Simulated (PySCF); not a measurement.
(CH3)2PPF2, C2H6F2P2.
Numbering: `[CH3:1][P:2]([CH3:3])[P:4]([F:5])[F:6]` (hydrogens: H7, H8, H9 on C1; H10, H11, H12 on C3)

Geometry (PBE0-D3(BJ)/def2-SVP, Å), atoms numbered from 1 in this order:
```
atom  x, y, z in Å
C1    -0.614   -1.379   -0.671
P2    -0.161   -0.313    0.780
C3     1.545    0.233    0.288
P4    -1.141    1.535    0.018
F5    -2.623    1.261    0.602
F6    -0.581    2.511    1.182
H7    -0.065   -2.330   -0.595
H8    -0.390   -0.921   -1.648
H9    -1.688   -1.612   -0.621
H10    1.868    1.034    0.969
H11    1.615    0.594   -0.752
H12    2.236   -0.615    0.410
```

Computed, not measured: PBE0-D3(BJ)/def2-SVP geometry optimisation, gas phase (PySCF 2.14.0).

Take the most abundant isotopes and a rigid rotor. The values belong to one conformer with, in the numbering `[CH3:1][P:2]([CH3:3])[P:4]([F:5])[F:6]`, C1–P2–P4–F5 87°.

(1) What are A, B and C (MHz)?

(2) What kind of rotor is it?

(3) Is it planar, by Δ = Ic − Ia − Ib?

(4) Give the other two planar moments, Paa and Pbb, and the rms extents of the mass along the axes.

(5) List the rotational levels J(Ka,Kc) to J = 4 (K).

(6) Predict some low-J microwave lines.

Answers

(1) Ia = 155.05, Ib = 281.03, Ic = 377.49 u·Å²; 505379 MHz·u·Å²/I gives A = 3260, B = 1798, C = 1339 MHz.

(2) An asymmetric top; Ray's κ = -0.522.

(3) Not planar: Δ = Ic − Ia − Ib = -58.59 u·Å². For a rigid frame Δ = −2 Σ m c², so Σ m c² = 29.29 u·Å² lies off the ab plane: 4.12 from hydrogen and 25.17 from heavier atoms. The atom farthest from that plane is 1.48 Å away.

(4) Paa = Σ m a² = (Ib + Ic − Ia)/2 = 251.74 and Pbb = Σ m b² = (Ia + Ic − Ib)/2 = 125.75 u·Å². With the mass M = 129.99 u, the rms extents √(P/M) along a, b and c are 1.39, 0.98, 0.47 Å.

(5) Above 0(0,0), as E/k:
J = 1: 1(0,1) 0.151, 1(1,1) 0.221, 1(1,0) 0.243
J = 2: 2(0,2) 0.447, 2(1,2) 0.500, 2(1,1) 0.566, 2(2,1) 0.776, 2(2,0) 0.781
J = 3: 3(0,3) 0.882, 3(1,3) 0.916, 3(1,2) 1.048, 3(2,2) 1.228, 3(2,1) 1.249, 3(3,1) 1.636, 3(3,0) 1.637
J = 4: 4(0,4) 1.448, 4(1,4) 1.467, 4(1,3) 1.683, 4(2,3) 1.827, 4(2,2) 1.884, 4(3,2) 2.246, 4(3,1) 2.250, 4(4,1) 2.808, 4(4,0) 2.808

(6) The dipole components are |μa| = 2.48 D, |μb| = 0.02 D, |μc| = 1.57 D. The squared components, which scale the intensities, stand as 1.00 : 0.00 : 0.40 (a : b : c). Some lines, for components of 0.1 D or more:

| type | branch | J(Ka,Kc) | MHz | lower level (cm⁻¹) |
| --- | --- | --- | --- | --- |
| a | Q | 5(3,2) ← 5(3,3) | 309 | 2.091 |
| c | Q | 4(1,4) ← 4(0,4) | 387 | 1.006 |
| a | Q | 1(1,0) ← 1(1,1) | 460 | 0.153 |
| c | Q | 3(1,3) ← 3(0,3) | 699 | 0.613 |
| c | Q | 2(1,2) ← 2(0,2) | 1094 | 0.311 |
| a | Q | 4(2,2) ← 4(2,3) | 1200 | 1.270 |
| c | Q | 5(2,4) ← 5(1,4) | 2168 | 1.714 |
| c | Q | 4(2,3) ← 4(1,3) | 2992 | 1.170 |
| a | R | 1(0,1) ← 0(0,0) | 3137 | 0.000 |
| a | Q | 4(1,3) ← 4(1,4) | 4514 | 1.019 |
| c | R | 1(1,0) ← 0(0,0) | 5058 | 0.000 |
| a | Q | 5(1,4) ← 5(1,5) | 6583 | 1.494 |
| a | R | 2(1,1) ← 1(1,0) | 6734 | 0.169 |
| c | Q | 4(3,2) ← 4(2,2) | 7535 | 1.310 |
| c | Q | 3(3,1) ← 3(2,1) | 8068 | 0.868 |
| c | R | 2(1,1) ← 1(0,1) | 8654 | 0.105 |
| a | R | 4(1,4) ← 3(1,3) | 11475 | 0.637 |
| c | R | 2(2,1) ← 1(1,1) | 11577 | 0.153 |
| c | Q | 4(4,1) ← 4(3,1) | 11621 | 1.564 |
| c | R | 3(1,2) ← 2(0,2) | 12508 | 0.311 |
| c | R | 3(2,1) ← 2(1,1) | 14235 | 0.393 |
| a | R | 5(3,2) ← 4(3,1) | 16127 | 1.564 |
| a | R | 5(2,3) ← 4(2,2) | 16726 | 1.310 |
| c | R | 3(3,1) ← 2(2,1) | 17919 | 0.540 |
| c | R | 4(2,3) ← 3(1,3) | 18980 | 0.637 |
| c | R | 5(2,3) ← 4(1,3) | 20917 | 1.170 |
| c | R | 4(3,2) ← 3(2,2) | 21211 | 0.853 |
| c | R | 4(4,1) ← 3(3,1) | 24405 | 1.137 |

Not checked by PBE0-D3(BJ)/def2-SVP frequencies. No vibrational averaging or centrifugal distortion is included, and the geometry carries the error of its method. A rigid rotor knows nothing of internal rotation, which can split or shift real lines.

The run took 38 s on Intel Xeon Platinum 8375C at 2.90 GHz, one thread, on a shared host, and the process peaked at 0.52 GiB of memory. These figures are those of the optimisation.
